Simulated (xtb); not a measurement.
xtb input (GFN2-xTB):

```bash
xtb mol.xyz --gfn 2 --sp --chrg -1 --uhf 0
```
mol.xyz:
```
8

C      1.37760322     0.01843291     0.01132496
C      0.10270912     0.44661529    -0.00225393
H      2.05690146     0.90275969     0.01081884
H     -0.21628020     1.51104003    -0.01231293
C     -1.08779556    -0.49380738    -0.00560757
H     -0.72120087    -1.52504187     0.00461626
H     -1.74458285    -0.35197269     0.86878207
H     -1.72993823    -0.36423013    -0.89268502
```

End of the output:

```
         :::::::::::::::::::::::::::::::::::::::::::::::::::::
         ::                     SUMMARY                     ::
         :::::::::::::::::::::::::::::::::::::::::::::::::::::
         :: total energy              -9.008314884766 Eh    ::
         :: gradient norm              0.033493040511 Eh/a0 ::
         :: HOMO-LUMO gap              3.787376979827 eV    ::
         ::.................................................::
         :: SCC energy                -9.142855010994 Eh    ::
         :: -> isotropic ES            0.142920423483 Eh    ::
         :: -> anisotropic ES          0.010029156872 Eh    ::
         :: -> anisotropic XC          0.005222242692 Eh    ::
         :: -> dispersion             -0.004111767952 Eh    ::
         :: repulsion energy           0.134540126228 Eh    ::
         :: add. restraining           0.000000000000 Eh    ::
         :: total charge              -1.000000000000 e     ::
         :::::::::::::::::::::::::::::::::::::::::::::::::::::

           -------------------------------------------------
          |                Property Printout                |
           -------------------------------------------------

    * Orbital Energies and Occupations

         #    Occupation            Energy/Eh            Energy/eV
      -------------------------------------------------------------
         1        2.0000           -0.3853637             -10.4863
         2        2.0000           -0.3144516              -8.5567
         3        2.0000           -0.2821568              -7.6779
         4        2.0000           -0.2801925              -7.6244
         5        2.0000           -0.2558611              -6.9623
         6        2.0000           -0.2133670              -5.8060
         7        2.0000           -0.1599397              -4.3522
         8        2.0000           -0.0916814              -2.4948
         9        2.0000           -0.0357320              -0.9723 (HOMO)
        10                          0.1034515               2.8151 (LUMO)
        11                          0.3300243               8.9804
        12                          0.3666201               9.9762
Note: The following floating-point exceptions are signalling: IEEE_UNDERFLOW_FLAG IEEE_DENORMAL
normal termination of xtb
        13                          0.3883994              10.5689
        14                          0.3890035              10.5853
        15                          0.4154940              11.3062
        16                          0.5649047              15.3718
        17                          0.8410920              22.8873
      -------------------------------------------------------------
                  HL-Gap            0.1391835 Eh            3.7874 eV
             Fermi-level            0.0338597 Eh            0.9214 eV

     #   Z          covCN         q      C6AA      α(0)
     1   6 C        1.904    -0.383    43.495    10.651
     2   6 C        2.878    -0.094    30.366     9.034
     3   1 H        0.921    -0.169     8.721     4.618
     4   1 H        0.921    -0.161     8.251     4.492
     5   6 C        3.748    -0.060    21.719     6.647
     6   1 H        0.924    -0.020     3.423     2.893
     7   1 H        0.923    -0.057     4.263     3.229
     8   1 H        0.923    -0.057     4.263     3.229

 Mol. C6AA /au·bohr⁶  :        814.717078
 Mol. C8AA /au·bohr⁸  :      17179.823283
 Mol. α(0) /au        :         44.793767

Wiberg/Mayer (AO) data.
largest (>0.10) Wiberg bond orders for each atom

 ---------------------------------------------------------------------------
     #   Z sym  total        # sym  WBO       # sym  WBO       # sym  WBO
 ---------------------------------------------------------------------------
     1   6 C    2.965 --     2 C    1.938     3 H    0.946
     2   6 C    3.861 --     1 C    1.938     5 C    0.990     4 H    0.924
     3   1 H    0.972 --     1 C    0.946
     4   1 H    0.974 --     2 C    0.924
     5   6 C    3.960 --     2 C    0.990     6 H    0.989     7 H    0.978
                             8 H    0.978
     6   1 H    1.000 --     5 C    0.989
     7   1 H    0.997 --     5 C    0.978
     8   1 H    0.997 --     5 C    0.978
 ---------------------------------------------------------------------------

Topologies differ in total number of bonds
Writing topology from bond orders to xtbtopo.mol

molecular dipole:
                 x           y           z       tot (Debye)
 q only:       -1.083      -0.650      -0.004
   full:       -1.586      -0.108      -0.012       4.042
molecular quadrupole (traceless):
                xx          xy          yy          xz          yz          zz
 q only:       -5.466      -2.140       1.368      -0.065       0.001       4.098
  q+dip:       -5.478      -0.145       2.266      -0.071       0.005       3.213
   full:       -5.901       0.333       1.846      -0.085       0.018       4.055

           -------------------------------------------------
          | TOTAL ENERGY               -9.008314884766 Eh   |
          | GRADIENT NORM               0.033493040511 Eh/α |
          | HOMO-LUMO GAP               3.787376979827 eV   |
           -------------------------------------------------

------------------------------------------------------------------------
------------------------------------------------------------------------
 total:
 SCF:
```

It need not be the lowest isomer of its formula. Whether it binds its extra electron was not tested at this geometry.
